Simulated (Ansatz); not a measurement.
# H4OSSi: the cost of one run

Program: Ansatz 0.2.0. Level of theory: RKS PBE/def2-SVP. These are calculated values, not measurements.

## Step 1: The starting structure

Bond lengths: O1–Si2 1.637 Å, Si2–S3 2.115 Å, O1–H4 0.960 Å, Si2–H5 1.482 Å, Si2–H6 1.483 Å, S3–H7 1.356 Å. Angles: O1–Si2–S3 103.8°, O1–Si2–H5 111.2°, O1–Si2–H6 110.1°, S3–Si2–H5 108.7°, S3–Si2–H6 110.7°, H5–Si2–H6 112.0°, Si2–O1–H4 111.6°, Si2–S3–H7 97.0°.

As a file:

```xyz
7

O    -1.3688   -0.4272    0.1542
Si   -0.0567    0.5499    0.2015
S     1.4277   -0.5475   -0.8303
H    -1.5629   -0.7165   -0.7404
H    -0.3053    1.8167   -0.5271
H     0.3513    0.7894    1.6066
H     1.5759   -1.5329    0.0898
```

## Step 2: End point A

The input, input.yaml:

```yaml
crystal:
  periodic: [false, false, false]
  atoms:
    - { symbol: O, position_ang: [-1.3688, -0.4272, 0.1542] }
    - { symbol: Si, position_ang: [-0.0567, 0.5499, 0.2015] }
    - { symbol: S, position_ang: [1.4277, -0.5475, -0.8303] }
    - { symbol: H, position_ang: [-1.5629, -0.7165, -0.7404] }
    - { symbol: H, position_ang: [-0.3053, 1.8167, -0.5271] }
    - { symbol: H, position_ang: [0.3513, 0.7894, 1.6066] }
    - { symbol: H, position_ang: [1.5759, -1.5329, 0.0898] }
basis:
  gaussian: { orbitals: def2-SVP }
hamiltonian:
  xc: pbe
relax:
  f_tol: 0.015
  max_steps: 40
```

Started as:

```bash
> ansatz run input.yaml --threads 1 --pin off --max-ram 2048MiB --backend cpu --events-out ev --progress --plain --runs-dir out
```

**Question.** How long does this run take on 1 thread of an Arm CPU, shared host, and how much memory does it need?

About 14 s, with a peak of 0.13 GiB.
